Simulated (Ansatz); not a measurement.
**C₂ClF₃: small, medium and large basis sets**

One table from this session's results is given with a row withheld; the runs are named, their logs left out.

The runs use Ansatz 0.2.0, Gaussian basis; one geometry, several basis sets.

Plan: PBE0-D4/def2-SVP; ωB97M-V/def2-SVP; PBE0-D4/def2-QZVPP; ωB97M-V/def2-QZVPP; the functionals' def2-TZVPP values are taken from earlier runs.

## The relaxed structure

An earlier PBE0-D4 in a triple-zeta def2 set relaxation fixed the geometry.

6 atoms, charge 0, spin multiplicity 1.

Atoms are counted from 1 here; the program's logs count them from 0.

Bond lengths: F1–C2 1.308 Å, C2–F3 1.307 Å, C2–C4 1.324 Å, C4–F5 1.324 Å, C4–Cl6 1.693 Å. Angles: F1–C2–F3 112.6°, F1–C2–C4 123.3°, F3–C2–C4 124.1°, C2–C4–F5 120.3°, C2–C4–Cl6 123.9°, F5–C4–Cl6 115.8°.

Set-up of the first run:

File in.yaml:

```yaml
crystal:
  periodic: [false, false, false]
  atoms:
    - {symbol: F, position_ang: [0.761838, -1.649657, 0.114361]}
    - {symbol: C, position_ang: [-0.077984, -0.653008, 0.230268]}
    - {symbol: F, position_ang: [-1.165079, -0.985585, 0.874731]}
    - {symbol: C, position_ang: [0.156323, 0.556503, -0.255053]}
    - {symbol: F, position_ang: [1.286172, 0.811853, -0.897137]}
    - {symbol: Cl, position_ang: [-0.919271, 1.855895, -0.113370]}
basis:
  gaussian: {orbitals: def2-SVP}
hamiltonian: {xc: pbe0, dispersion: d4}
output: {orbitals: {seedname: orbitals}}
```

Launch:

```bash
$ ansatz run in.yaml --threads 4 --pin off --events-out ev --progress --plain --max-ram 10444MiB
```

Steps of the session up to this table: PBE0-D4 in def2-SVP; ωB97M-V in def2-SVP; PBE0-D4 in def2-QZVPP; ωB97M-V in def2-QZVPP.

One table of the session follows, with a row left open; its other results are not shown here.

It belongs to the step «Density functionals: the series». 

```
functional       basis  HOMO (eV)  LUMO (eV)
   PBE0-D4    def2-SVP      -7.31       0.47
   PBE0-D4  def2-TZVPP          ?          ?
   PBE0-D4  def2-QZVPP      -7.48       0.22
   ωB97M-V    def2-SVP      -9.48       2.80
   ωB97M-V  def2-TZVPP      -9.64       2.58
   ωB97M-V  def2-QZVPP      -9.70       2.37
```

Q: Estimate the row for PBE0-D4, def2-TZVPP from the others.

As computed: HOMO (eV): -7.43; LUMO (eV): 0.30. In the column «HOMO (eV)» it lies between PBE0-D4, def2-QZVPP (-7.48) and PBE0-D4, def2-SVP (-7.31).
